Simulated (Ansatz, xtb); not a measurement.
**Relative energy of two isomers of C4H6O**

Structure X is `C=CC(=C)O`, a singlet and structure Y is `C=C/C=C/O`, a singlet. Both are isolated molecules in the gas phase, relaxed with PBE0-D3(BJ)/def2-SVP; the shapes shown needn't be the lowest conformers.

X (Å):

```xyz
11

C     0.0424    1.8215   -1.9741
C     0.8307    0.9063   -1.4002
C     1.5229    1.1056   -0.1275
C     2.3095    0.1613    0.4218
O     1.2939    2.3154    0.4290
H    -0.1248    2.7918   -1.5008
H    -0.4526    1.6232   -2.9273
H     0.9961   -0.0642   -1.8765
H     2.8224    0.3211    1.3741
H     2.4520   -0.7950   -0.0805
H     1.7789    2.3746    1.2591
```

Y (Å):

```xyz
11

C     3.0498    1.6896    0.3631
C     2.0106    0.9178    0.0105
C     0.9093    1.3293   -0.8350
C    -0.1109    0.5131   -1.1585
O    -1.1651    0.8112   -1.9310
H     3.8469    1.3108    1.0061
H     3.1346    2.7249    0.0187
H     1.9717   -0.1139    0.3823
H     0.9187    2.3561   -1.2234
H    -0.1601   -0.5180   -0.7932
H    -1.0900    1.7243   -2.2348
```

Task: Estimate E(Y) − E(X) at the level CCSD(T)/def2-SVP + ΔMP2/def2-TZVPP.

Result: CCSD(T)/def2-SVP + ΔMP2/def2-TZVPP gives E(Y) − E(X) = +0.080 eV, slightly favouring structure X, which is too small a margin to settle the true order.

How the difference moves with the method:

```json
{"level": "GFN2-xTB", "geometry": "GFN2-xTB", "E(Y) − E(X) (eV)": "−0.078", "departure from the last row (eV)": "−0.158", "job, with rough time for the two": "optimisation, 0.58 s"}
{"level": "HF/STO-3G", "geometry": "GFN2-xTB", "E(Y) − E(X) (eV)": "−0.007", "departure from the last row (eV)": "−0.087", "job, with rough time for the two": "single point, 1.6 s"}
{"level": "r2SCAN-D4/def2-SVP", "geometry": "GFN2-xTB", "E(Y) − E(X) (eV)": "+0.031", "departure from the last row (eV)": "−0.049", "job, with rough time for the two": "single point, 7.8 s"}
{"level": "PBE0-D3(BJ)/def2-SVP", "geometry": "PBE0-D3(BJ)/def2-SVP", "E(Y) − E(X) (eV)": "+0.026", "departure from the last row (eV)": "−0.054", "job, with rough time for the two": "optimisation, 81 s"}
{"level": "HF/def2-SVP", "geometry": "PBE0-D3(BJ)/def2-SVP", "E(Y) − E(X) (eV)": "+0.067", "departure from the last row (eV)": "−0.013", "job, with rough time for the two": "part of the CCSD(T) run"}
{"level": "MP2/def2-SVP", "geometry": "PBE0-D3(BJ)/def2-SVP", "E(Y) − E(X) (eV)": "+0.050", "departure from the last row (eV)": "−0.030", "job, with rough time for the two": "part of the CCSD(T) run"}
{"level": "CCSD(T)/def2-SVP", "geometry": "PBE0-D3(BJ)/def2-SVP", "E(Y) − E(X) (eV)": "+0.060", "departure from the last row (eV)": "−0.021", "job, with rough time for the two": "single point"}
{"level": "CCSD(T)/def2-SVP + ΔMP2/def2-TZVPP", "geometry": "PBE0-D3(BJ)/def2-SVP", "E(Y) − E(X) (eV)": "+0.080", "departure from the last row (eV)": "", "job, with rough time for the two": "single point, 57 s"}
```

As drawn, both hold the same kinds of bond in the same numbers.

GFN2-xTB puts the two in the other order. HF/STO-3G finds them nearly level. The largest departure from CCSD(T)/def2-SVP + ΔMP2/def2-TZVPP is that of GFN2-xTB, 0.158 eV. The last row adds to CCSD(T) the change of the MP2 difference between the two basis sets, here +0.021 eV.

With harmonic frequencies from PBE0-D3(BJ)/def2-SVP (ideal gas, rigid rotor, one conformer each, 298.15 K, 1 atm): on the last row, ΔE + ΔZPE = +0.089, ΔH = +0.093, ΔG = +0.085 eV.

The correlated steps freeze 5 core orbitals. Programs: Ansatz 0.2.0, xtb 6.7.1; the last row on 2 threads of Intel(R) Xeon(R) Processor @ 2.50GHz (Skylake/Cascade Lake) on a shared host.
